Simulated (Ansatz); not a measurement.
# [NO2]+ (SMILES O=[N+]=O): levels of theory compared

We compute a comparison of 6 runs (B2PLYP/def2-TZVPPD, BLYP/def2-TZVPPD, SVWN5/def2-TZVPPD, r2SCAN0/def2-TZVPPD, revPBE/def2-TZVPPD, CCSD/def2-TZVPPD) of [NO2]+. 

The calculation is run with Ansatz 0.2.0.

5 further runs of the same task are left out: 5 that didn't finish.

### 1 Starting point

The species is [NO2]+ (3 atoms), meant as a singlet with charge +1. SMILES: `O=[N+]=O`. The O1–N2 distance was set to 1.665 Å, away from the relaxed value.

Bond lengths: N2–O3 1.110 Å. A long bond or contact: O1–N2 1.665 Å.

### 2 The energy at B2PLYP/def2-TZVPPD (run 1)

Contents of job.yaml:

```yaml
crystal:
  periodic: [false, false, false]
  atoms:
    - {symbol: O, position_ang: [-0.859484, 1.390565, -0.314377]}
    - {symbol: "N", position_ang: [-0.000010, -0.000010, -0.000000]}
    - {symbol: O, position_ang: [0.572990, -0.927010, 0.209580]}
basis:
  gaussian: {orbitals: def2-TZVPPD.json}
total_charge: 1
magnetization: {spin_polarized: false}
hamiltonian: {xc: {name: B2PLYP}}
correlation: {frozen_orbitals: {"N": 1, O: 1}}
accuracy: high
output: {orbitals: {seedname: orbitals}}
```

The basis set def2-TZVPPD is read from a file made from the Basis Set Exchange's data (not shown).

Started as:

```console
$ ansatz run job.yaml --threads 1 --pin off --max-ram 3480MiB --events-out events.jsonl --progress --plain --runs-dir runs
```

What it wrote:

```text
Warning: RAYON_NUM_THREADS=1 ignored (pool sized by the plan → 1); use --threads N
Functional definition: B2PLYP
  name "B2PLYP"
  parameter a = 0.53
  parameter c = 0.27
  exchange = (1 - a)*b88_x + a*exact_x
  correlation = (1 - c)*lyp_c + c*(mp2_os + mp2_ss)
1657 factors; integrals over basis functions are off by at most 3.3e-9 eV
mean field evaluation 1: about -5554.3976 eV, gradient 5.2e1 eV
mean field evaluation 2: about -5554.4010 eV, gradient 5.2e1 eV
mean field evaluation 4: about -5556.8107 eV, gradient 3.8e1 eV
mean field evaluation 8: about -5559.2357 eV, gradient 3.9e-1 eV
mean field evaluation 16: about -5559.2362 eV, gradient 8.7e-5 eV
mean field -5559.23620581 eV, -204.2981623780 hartree, gradient 6.2e-8 eV, S^2 0.000000; 0 other end points of the search recorded, 0 dependent functions left out; unrestricted orbitals would lower it
3 core orbitals not correlated: weight in the atoms' cores, before any rotation towards them, 1.000 or more for the frozen orbitals, at most 0.000 for the correlated occupied ones
reference -5559.23622550 eV, -204.2981631015 hartree; 8, 8 occupied and 106, 106 virtual orbitals, 1657 factors
second order -22.87304939 eV of doubles, -0.00000000 eV of singles
Total energy: -5565.41194884 eV, -204.5251167480 hartree
```

It took 5.1 s on 1 thread of Arm Neoverse V2, shared host; peak memory 0.26 GiB.

### 3 A single-point energy at BLYP/def2-TZVPPD (run 2)

Contents of molecule.yaml:

```yaml
crystal:
  periodic: [false, false, false]
  atoms:
    - {symbol: O, position_ang: [-0.859484, 1.390565, -0.314377]}
    - {symbol: N, position_ang: [-0.000010, -0.000010, -0.000000]}
    - {symbol: O, position_ang: [0.572990, -0.927010, 0.209580]}
basis:
  gaussian:
    orbitals: def2-TZVPPD.json
total_charge: 1
hamiltonian:
  xc: {name: BLYP}
accuracy: high
output: {orbitals: {seedname: orbitals}}
```

The basis set def2-TZVPPD is read from a file made from the Basis Set Exchange's data (not shown).

Started as:

```console
$ ansatz run molecule.yaml --threads 1 --pin off --max-ram 3480MiB --events-out events.jsonl --progress --plain --runs-dir runs
```

What it wrote:

```text
Warning: RAYON_NUM_THREADS=1 ignored (pool sized by the plan → 1); use --threads N
Functional definition: BLYP
  name "BLYP"
  parameter beta = 0.0042
  parameter a = 0.04918
  parameter b = 0.132
  parameter c = 0.2533
  parameter d = 0.349
  exchange = b88_x(beta = beta)
  correlation = lyp_c(a = a, b = b, c = c, d = d)
1657 factors; integrals over basis functions are off by at most 3.3e-9 eV
mean field evaluation 1: about -5563.6403 eV, gradient 6.0e1 eV
mean field evaluation 2: about -5428.9435 eV, gradient 1.9e2 eV
mean field evaluation 4: about -5565.4713 eV, gradient 4.3e1 eV
mean field evaluation 8: about -5565.4738 eV, gradient 4.3e1 eV
mean field evaluation 16: about -5569.3349 eV, gradient 7.0e-6 eV
mean field -5569.33494779 eV, -204.6692843004 hartree, gradient 1.6e-8 eV, S^2 0.000000; 0 other end points of the search recorded, 0 dependent functions left out
reference -5569.33499408 eV, -204.6692860016 hartree; 11, 11 occupied and 106, 106 virtual orbitals, 1657 factors
Total energy: -5569.33499408 eV, -204.6692860016 hartree
```

It took 4.5 s on 1 thread of Arm Neoverse V2, shared host; peak memory 0.23 GiB.

Runs 3 to 5 aren't shown in full; the table further down has their settings and results.

### 4 The energy at CCSD/def2-TZVPPD (run 6)

Contents of input.yaml:

```yaml
crystal:
  periodic: [false, false, false]
  atoms:
    - symbol: O
      position_ang: [-0.859484, 1.390565, -0.314377]
    - symbol: N
      position_ang: [-0.000010, -0.000010, -0.000000]
    - symbol: O
      position_ang: [0.572990, -0.927010, 0.209580]
basis:
  gaussian: {orbitals: def2-TZVPPD.json}
total_charge: 1
correlation: {method: ccsd, frozen_orbitals: {"N": 1, O: 1}}
accuracy: high
scf: {omitted_lower_state_checks: [cluster_reference, increment]}
```

The basis set def2-TZVPPD is read from a file made from the Basis Set Exchange's data (not shown).

Started as:

```console
$ ansatz run input.yaml --threads 1 --pin off --max-ram 3480MiB --events-out events.jsonl --progress --plain --runs-dir runs
```

What it wrote:

```text
Warning: RAYON_NUM_THREADS=1 ignored (pool sized by the plan → 1); use --threads N
[... 13 lines left out ...]
3 core orbitals not correlated: weight in the atoms' cores, before any rotation towards them, 1.000 or more for the frozen orbitals, at most 0.000 for the correlated occupied ones
[... 36 lines left out ...]
Total energy: -5558.50624579 eV, -204.2713368417 hartree
Checks for a lower state left out: cluster_reference, increment
```

It took 12 s on 1 thread of Arm Neoverse V2, shared host; peak memory 0.76 GiB.

### 5 The series

| run | level | frozen core orbitals | energy (Eh) | HOMO energy (eV) | LUMO energy (eV) | HOMO–LUMO gap (eV) | wall time |
| --- | --- | --- | --- | --- | --- | --- | --- |
| 1 | B2PLYP/def2-TZVPPD | 3 | -204.525117 | -20.02 | -11.43 | 8.59 | 5.1 s |
| 2 | BLYP/def2-TZVPPD | – | -204.669286 | -17.02 | -15.00 | 2.02 | 4.5 s |
| 3 | SVWN5/def2-TZVPPD | – | -203.172294 | -17.30 | -15.48 | 1.82 | 2.4 s |
| 4 | r2SCAN0/def2-TZVPPD | – | -204.491377 | -18.79 | -12.96 | 5.83 | 5.7 s |
| 5 | revPBE/def2-TZVPPD | – | -204.630234 | -16.99 | -14.99 | 2.00 | 3.3 s |
| 6 | CCSD/def2-TZVPPD | 3 | -204.271337 | – | – | – | 12 s |

### 6 Summary of results

```
                                          quantity          value
                               run 6: total energy  -204.27134 Eh
run 6: correlation energy (3 core orbitals frozen)     -641.0 mEh
                              run 6: T1 diagnostic          0.050
```

Over runs 1, 2, 3, 4, 5 the HOMO–LUMO gap runs from 1.82 eV (SVWN5/def2-TZVPPD) to 8.59 eV (B2PLYP/def2-TZVPPD). A double hybrid's value is that of its SCF part. Totals of different functionals can't be ranked against each other. In run 6 the T1 diagnostic is large, so a single reference may not serve. In runs 1, 6 the log says that unrestricted orbitals would lower the reference, so the values rest on an unstable closed-shell determinant (other closed-shell runs at this shape may share the fault). All runs together took 33 s, the longest 12 s.
